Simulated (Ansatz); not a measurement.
Geometry optimisation, RKS B3LYP-D4/def2-mTZVP (Ansatz).

Input:

```yaml
crystal:
  periodic: [false, false, false]
  atoms:
    - { symbol: Si, position_ang: [0.076459, -0.00368, 0.117296] }
    - { symbol: H, position_ang: [0.436031, -0.006986, 1.518647] }
    - { symbol: H, position_ang: [1.504839, 0.009266, -0.088283] }
    - { symbol: O, position_ang: [-0.653495, 1.352699, -0.465348] }
    - { symbol: H, position_ang: [-1.564284, 1.263359, -0.771174] }
    - { symbol: O, position_ang: [-0.753506, -1.332625, -0.412075] }
    - { symbol: H, position_ang: [-1.041544, -1.978433, 0.239537] }
basis:
  gaussian: { orbitals: def2-mTZVP }
hamiltonian:
  xc: b3lyp
  dispersion: d4
relax:
  f_tol: 0.03
  max_steps: 50
```

Run as:

```bash
$ ansatz run input.yaml --threads 2 --pin off --max-ram 3072MiB --backend cpu --events-out ev --progress --plain --runs-dir out
```

Where does it end, and by what steps?

It converged. After 9 steps the energy has fallen by 0.543 eV; H2 moved furthest, 0.43 Å.

```tsv
step	energy less start (eV)	largest force component (eV/Å)	accepted
0	0.0000	1.669	yes
1	-0.4560	0.489	yes
2	-0.5157	0.143	yes
3	-0.5219	0.068	yes
4	-0.5327	0.345	yes
5	-0.2333	4.024	no
6	-0.5394	0.170	yes
7	-0.5357	0.250	no
8	-0.5422	0.119	yes
9	-0.5429	0.025	yes
```

```xyz
7
Properties=species:S:1:pos:R:3
Si 0.122 -0.030 0.104
H 0.012 0.047 1.583
H 1.520 0.007 -0.354
O -0.569 1.280 -0.624
H -1.507 1.448 -0.472
O -0.587 -1.445 -0.387
H -0.987 -2.004 0.288
```

Whether the end is a true minimum wasn't checked by a vibrational analysis.

Time of the run: 13 s on 2 threads of Arm Neoverse V2, with other jobs on the host, peak memory 0.13 GiB.
